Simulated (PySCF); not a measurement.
Gas-phase reaction: 3 H3SiNH2 + N2 ⇌ 3 H2SiNH + 2 NH3

Method: PySCF energies plus ideal-gas RRHO corrections (1 bar). † marks an energy on the PBE0/def2-TZVP geometry and frequencies; other levels use their own. MP2 and CCSD(T) freeze the core. 6-31G* has spherical d functions here. All species are closed-shell singlets. B3LYP is the form with VWN-RPA correlation. H3SiNH2, H2SiNH: computed as isolated molecules; such fragments, hydroxides, amides, oligomers or adducts are transient or little studied in the gas. MP2 isn't extrapolated to the basis-set limit; its ΔH°(298 K) is 606.3 kJ in def2-SVP and 554.3 kJ in def2-TZVPP. CCSD(T) isn't extrapolated to the basis-set limit; its ΔH°(298 K) is 600.8 kJ in def2-SVP and 560.2 kJ in def2-TZVPP. The harmonic model lacks anharmonicity and excited electronic states, which grow with temperature; levels with a mode under 35 cm⁻¹ are left out. Internal rotation in H3SiNH2 is treated as a harmonic vibration of one conformer, which makes the entropy rough. Warning, large T1 diagnostic: H2SiNH (CCSD(T)/def2-SVP†).

```json
[
 {"level": "B3LYP/6-31G*", "ΔE electronic, kJ": "562", "ΔH°(298 K), kJ": "568", "ΔS°(298 K), J/K": "142", "ΔG°(800 K), kJ": "457"},
 {"level": "B3LYP/def2-TZVP†", "ΔE electronic, kJ": "528", "ΔH°(298 K), kJ": "535", "ΔS°(298 K), J/K": "138", "ΔG°(800 K), kJ": "427"},
 {"level": "BLYP/def2-TZVP†", "ΔE electronic, kJ": "479", "ΔH°(298 K), kJ": "485", "ΔS°(298 K), J/K": "138", "ΔG°(800 K), kJ": "378"},
 {"level": "CCSD(T)/def2-SVP†", "ΔE electronic, kJ": "594", "ΔH°(298 K), kJ": "601", "ΔS°(298 K), J/K": "138", "ΔG°(800 K), kJ": "493"},
 {"level": "HF/def2-TZVP†", "ΔE electronic, kJ": "687", "ΔH°(298 K), kJ": "694", "ΔS°(298 K), J/K": "138", "ΔG°(800 K), kJ": "586"},
 {"level": "MP2/def2-SVP†", "ΔE electronic, kJ": "600", "ΔH°(298 K), kJ": "606", "ΔS°(298 K), J/K": "138", "ΔG°(800 K), kJ": "499"},
 {"level": "PBE/def2-SVP", "ΔE electronic, kJ": "528", "ΔH°(298 K), kJ": "533", "ΔS°(298 K), J/K": "144", "ΔG°(800 K), kJ": "421"},
 {"level": "PBE0/def2-QZVP†", "ΔE electronic, kJ": "532", "ΔH°(298 K), kJ": "539", "ΔS°(298 K), J/K": "138", "ΔG°(800 K), kJ": "432"},
 {"level": "r2SCAN/def2-TZVP†", "ΔE electronic, kJ": "531", "ΔH°(298 K), kJ": "538", "ΔS°(298 K), J/K": "138", "ΔG°(800 K), kJ": "431"},
 {"level": "LDA/def2-TZVP†", "ΔE electronic, kJ": "497", "ΔH°(298 K), kJ": "504", "ΔS°(298 K), J/K": "138", "ΔG°(800 K), kJ": "397"},
 {"level": "ωB97M-V/def2-TZVP†", "ΔE electronic, kJ": "563", "ΔH°(298 K), kJ": "570", "ΔS°(298 K), J/K": "138", "ΔG°(800 K), kJ": "462"}
]
```
ΔH° is lowest at BLYP/def2-TZVP† and highest at HF/def2-TZVP†. No reference value is set beside these.
